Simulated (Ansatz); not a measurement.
Consider the atomization: `C=CCC(F)Cl` → 4 C• + Cl• + F• + 6 H•.

Computed with Ansatz on PBE0-D4/def2-TZVP structures; ΔE is electronic, products minus reactants. CBS: MP2 limit from def2 TZ/QZ plus the TZ coupled-cluster correction, frozen cores. This one scheme is used for every species, atoms too. DFT in def2-TZVPP. No spin–orbit coupling; open shells (•) take unrestricted orbitals. Spin–orbit coupling would lower the free atoms: a little for C, Cl, F. One conformer a species, not always the lowest.

```
     species  r2SCAN0 energy (Eh)
`C=CCC(F)Cl`           -715.97198
          C•            -37.83406
         Cl•           -460.11637
          F•            -99.72093
          H•             -0.49987
```

Problem. Work out ΔE.

Solution. ΔE = 6 × (-0.49987) + 4 × (-37.83406) + (-460.11637) + (-99.72093) − (-715.97198) = 1.79922 Eh = +4723.9 kJ/mol. CCSD(T)/CBS gives +4781.1 kJ/mol.

Largest T1 diagnostic among the species: 0.011.

In def2-TZVPP, CCSD(T) changes the Hartree–Fock value by +1157.0 kJ/mol (the triples alone add +78.9 kJ/mol) and MP2 by +1258.3 kJ/mol; breaking electron pairs costs correlation energy, which Hartree–Fock lacks. The D4 term adds +40.3 kJ/mol with B3LYP and +21.3 kJ/mol with PBE0; it sums over pairs of atoms, weighted by their polarisabilities, and B3LYP, whose exchange is more repulsive, gets the larger term.

B3LYP here is the variant with VWN-RPA as its local correlation; programs differ in this.

For atomizations the MP2-based limit and the directly extrapolated one differ by several kJ/mol either way, and by 10 to 25 for some Ge, Se and Sn compounds, so smaller differences from it don't rank the levels.
